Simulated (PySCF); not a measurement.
# FH₄OSi−, cut into parts across a bond: interaction energy

An exercise on one series of results from a longer session: the logs are not shown, and one member is left open.

Computed with PySCF 2.14.0; each step states its level. No surroundings beyond the atoms listed, unless a continuum is named. Atoms count from 0, parts from 1.

## Starting point

7 atoms, charge -1, multiplicity 1; geometry: GFN2-xTB. Parts: 1 = atoms 0–5, `O[SiH3]`, charge 0; 2 = atom 6, `[F-]`, charge -1. In the given geometry Si1 and F6 of different parts are bonded (1.79 Å), so values for the parts refer to these atom groups.

The first run:

What the job is given:

```
{"job": {"xc": "PBE0", "basis": "def2-SVPD", "d3": "d3bj", "grid": 2, "kind": "geom", "shake": 0.01}, "charge": -1, "multiplicity": 1, "parts": [{"atoms": "0-5", "charge": 0, "multiplicity": 1}, {"atoms": "6-6", "charge": -1, "multiplicity": 1}]}
O     -0.685293     0.457384    -0.994840
Si     0.202139    -0.337338     0.131392
H     -1.215059    -0.137676    -1.544909
H      1.587838    -0.787913    -0.311421
H     -0.482969    -0.707609     1.391157
H      0.724786     1.038586     0.674675
F     -0.374262    -1.917815    -0.481873
```

Command:

```console
$ OMP_NUM_THREADS=1 python cluster_run.py task.json out
```

One launch serves the whole session: the jobs run in the order shown.

Among the steps run: Optimising the geometry at PBE0-D3(BJ)/def2-SVPD; Coupled-cluster interaction energy: CCSD(T) and MP2.

One of the session's tables, all rows but one given; the rest of the session is left out.

It belongs to the step «Coupled-cluster interaction energy: CCSD(T) and MP2». 

```
                 method  interaction energy (kcal/mol)
         HF/aug-cc-pVDZ                         -68.76
        MP2/aug-cc-pVDZ                         -63.12
       CCSD/aug-cc-pVDZ                         -64.20
    CCSD(T)/aug-cc-pVDZ                         -63.46
         HF/aug-cc-pVTZ                         -73.24
        MP2/aug-cc-pVTZ                         -69.66
    SCS-MP2/aug-cc-pVTZ                              ?
      MP2, extrapolated                         -70.52
CCSD(T), limit estimate                         -70.86
```

Q: Estimate the row for SCS-MP2/aug-cc-pVTZ from the others.

The run gave: interaction energy (kcal/mol): -68.82. In the column «interaction energy (kcal/mol)» it lies between MP2/aug-cc-pVTZ (-69.66) and HF/aug-cc-pVDZ (-68.76).

At this geometry Si1 and F6 of different parts are bonded (1.82 Å), so this energy is mostly that of cutting a chemical bond between strained fragments, not an intermolecular interaction.

To keep in mind: The interaction energy leaves out the deformation of the parts, 24.97 kcal/mol at MP2. So large a deformation means that a part is far from its own minimum, so a sum across the two methods would be rough.
